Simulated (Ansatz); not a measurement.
Take NbN in the rock salt structure (space group Fm-3m, No. 225; a = 4.4213 Å) as the base.

All numbers come from PBE in Ansatz (plane waves to 420 eV, PAW, scalar-relativistic without spin-orbit coupling).

It is then changed as follows: every N is replaced by C, then cell and atoms are relaxed.

Measured lattice parameter a: NbN 4.391 Å (temperature not stated; as listed in John G. Wright, Huili Grace Xing, Debdeep Jena, Physical Review Materials (2023)); NbC 4.47 Å (temperature not stated; as listed in Guo-Xu Zhang et al., New Journal of Physics (2018)).

Task: How well does PBE reproduce the measured shift?

Result: With PBE the lattice parameter a moves by +0.064 Å (4.421 → 4.485) against +0.079 Å measured.

No phonon test of stability was made. All final runs are without spin polarisation. An odd electron count without spin: NbC.

Ansatz is a quantum-chemistry and plane-wave program.
